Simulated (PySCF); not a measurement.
**Excitation energies in several basis sets**

Compound: lithium diatomic, Li₂.
InChI=1S/2Li

TDDFT with PBE0 (PySCF), vertical singlets, core orbitals frozen in the response, spherical d and f functions. Geometry: PBE0-D3(BJ)/def2-SVP; no solvent, vibrations or thermal averaging.

Problem. Compare def2-SVP, def2-SVPD, 6-31G* and def2-TZVP for this molecule.

Solution. 

```csv
basis,functions,diffuse,S1 (eV),S2 (eV),S3 (eV),S4 (eV),S5 (eV),LUMO (eV),α (au)
def2-SVP,18,no,1.91,3.22,3.25,3.25,4.13,-1.33,167.6
def2-SVPD,24,yes,1.90,2.53,2.53,2.66,3.16,-1.32,213.5
6-31G*,28,no,2.04,2.69,2.69,2.89,3.35,-1.27,195.7
def2-TZVP,28,no,2.04,2.97,2.97,3.03,3.73,-1.32,174.9
```

States are compared by their number. Against the only diffuse basis here (def2-SVPD, itself not a converged limit), sets without diffuse functions differ by up to 0.14 eV in S1 and 0.98 eV in S5. State by state, the largest deviation of a set without diffuse functions is S1 0.14, S2 0.69, S3 0.72, S4 0.59, S5 0.98 eV. The same number needn't mean the same state in each row. Against def2-SVPD the polarisability deviates by -21% in def2-SVP, -8% in 6-31G*, -18% in def2-TZVP.
